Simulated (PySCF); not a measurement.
How good is the calculation?

Bonds (- single, = double, # triple, : aromatic): C1-C2 1.523 Å, C2-C3 1.516 Å, C3-C4 1.511 Å, C3=O5 1.203 Å. C1 carries H6, H7, H8; C2 carries H9, H10; C4 carries H11, H12, H13.

Measured values that the calculation should reproduce: δ $^{13}$C C3 212.2; C2 37.3; C4 29.4; C1 8.1; δ $^{1}$H H9/H10 2.50; H11/H12/H13 2.12; H6/H7/H8 1.01 ppm (measured; solution, CD3OD, 298 K; Fulmer et al., Organometallics 2010, 29, 2176).
δ $^{13}$C C3 218.3; C2 38.2; C4 29.6; C1 8.3; δ $^{1}$H H9/H10 2.49; H11/H12/H13 2.16; H6/H7/H8 1.05 ppm (measured; solution, TFE-d3, 298 K; Fulmer et al., Organometallics 2010, 29, 2176).
δ $^{13}$C C3 208.7; C2 35.8; C4 29.3; C1 7.6; δ $^{1}$H H9/H10 2.43; H11/H12/H13 2.07; H6/H7/H8 0.91 ppm (measured; solution, DMSO-d6, 298 K; Fulmer et al., Organometallics 2010, 29, 2176).
δ $^{13}$C C3 207.1; C2 36.6; C4 28.9; C1 7.9; δ $^{1}$H H9/H10 2.39; H11/H12/H13 2.03; H6/H7/H8 0.96 ppm (measured; solution, THF-d8, 298 K; Fulmer et al., Organometallics 2010, 29, 2176). Coupling constants: $^{3}J$(H9,H6) 7.4 Hz, $^{2}J$(C4,C2) 15.2 Hz.

Method: GIAO PBE0/pcSseg-1 shieldings, GFN2-xTB geometry, B3LYP/pcJ-1 coupling constants (without the spin–dipole term), in PySCF (one computed conformer, averaged over atoms made equivalent by symmetry, fast rotation or ring inversion, relativity neglected, no solvent model).

Question: What does the calculation give, and how does it compare?

Answer: 
Reference values: measured (solution, CD3OD, 298 K; Fulmer et al., Organometallics 2010, 29, 2176).
```tsv
atoms	quantity	reference	computed	computed, scaled
C3	δ $^{13}$C	212.2	211.7	204.1
C2	δ $^{13}$C	37.3	39.4	36.3
C4	δ $^{13}$C	29.4	32.1	29.1
C1	δ $^{13}$C	8.1	9.5	7.1
H9/H10	δ $^{1}$H	2.50	2.32	2.28
H11/H12/H13	δ $^{1}$H	2.12	2.11	2.08
H6/H7/H8	δ $^{1}$H	1.01	1.05	1.08
```

Reference values: measured (solution, TFE-d3, 298 K; Fulmer et al., Organometallics 2010, 29, 2176).
```tsv
atoms	quantity	reference	computed	computed, scaled
C3	δ $^{13}$C	218.3	211.7	204.1
C2	δ $^{13}$C	38.2	39.4	36.3
C4	δ $^{13}$C	29.6	32.1	29.1
C1	δ $^{13}$C	8.3	9.5	7.1
H9/H10	δ $^{1}$H	2.49	2.32	2.28
H11/H12/H13	δ $^{1}$H	2.16	2.11	2.08
H6/H7/H8	δ $^{1}$H	1.05	1.05	1.08
```

Reference values: measured (solution, DMSO-d6, 298 K; Fulmer et al., Organometallics 2010, 29, 2176).
```
      atoms    quantity  reference  computed  computed, scaled
         C3  δ $^{13}$C      208.7     211.7             204.1
         C2  δ $^{13}$C       35.8      39.4              36.3
         C4  δ $^{13}$C       29.3      32.1              29.1
         C1  δ $^{13}$C        7.6       9.5               7.1
     H9/H10   δ $^{1}$H       2.43      2.32              2.28
H11/H12/H13   δ $^{1}$H       2.07      2.11              2.08
   H6/H7/H8   δ $^{1}$H       0.91      1.05              1.08
```

Reference values: measured (solution, THF-d8, 298 K; Fulmer et al., Organometallics 2010, 29, 2176).
| atoms | quantity | reference | computed | computed, scaled |
| --- | --- | --- | --- | --- |
| C3 | δ $^{13}$C | 207.1 | 211.7 | 204.1 |
| C2 | δ $^{13}$C | 36.6 | 39.4 | 36.3 |
| C4 | δ $^{13}$C | 28.9 | 32.1 | 29.1 |
| C1 | δ $^{13}$C | 7.9 | 9.5 | 7.1 |
| H9/H10 | δ $^{1}$H | 2.39 | 2.32 | 2.28 |
| H11/H12/H13 | δ $^{1}$H | 2.03 | 2.11 | 2.08 |
| H6/H7/H8 | δ $^{1}$H | 0.96 | 1.05 | 1.08 |

Computed shifts are σ(ref) − σ with the named reference compound (TMS for H and C) calculated as an isolated molecule at the same level. The measured values may be among those fitted. Expected solution values come from regression of measured δ (H and C: mostly CDCl3, vs TMS) on computed σ: $^{1}$H (scatter 0.17 ppm rms, 0.18 ppm with the 4 outliers that the fit left out); $^{13}$C (scatter 2.1 ppm rms, 2.3 ppm with the 13 outliers that the fit left out). A few per cent of atoms miss by over 2 rms, more outside the fitted compound classes.

Coupling constants in Hz (some tables give magnitudes without signs):
```tsv
coupling	reference	computed	source
$^{3}J$(H9,H6)	7.4	7.5	measured; liquid or solution (compiled); DeVience et al., arXiv:2103.01289 (literature column, mostly SDBS)
$^{2}J$(C4,C2)	15.2	17.4	measured; liquid or solution; F. J. Weigert, PhD thesis, Caltech 1968 (Carbon-13 magnetic resonance spectroscopy)
```

Question: How far are the unscaled $^{13}$C shifts from the references?

Answer: Mean signed difference +1.72 ppm, mean absolute 2.61 ppm over 16 comparisons; the largest is -6.6 ppm at C3 (ketone carbonyl carbon).

Question: How far are the unscaled $^{1}$H shifts from the references?

Answer: Mean signed difference -0.02 ppm, mean absolute 0.08 ppm over 12 comparisons; the largest is -0.18 ppm at H9/H10 (hydrogen on an sp3 CH2 α to a carbonyl).

30 of the 90 published NMR values on file for this molecule are compared. The rest: values from further sources, protons in aromatic solvents.

Unscaled 3J(H,H) at this level run about 10 % above measured values.
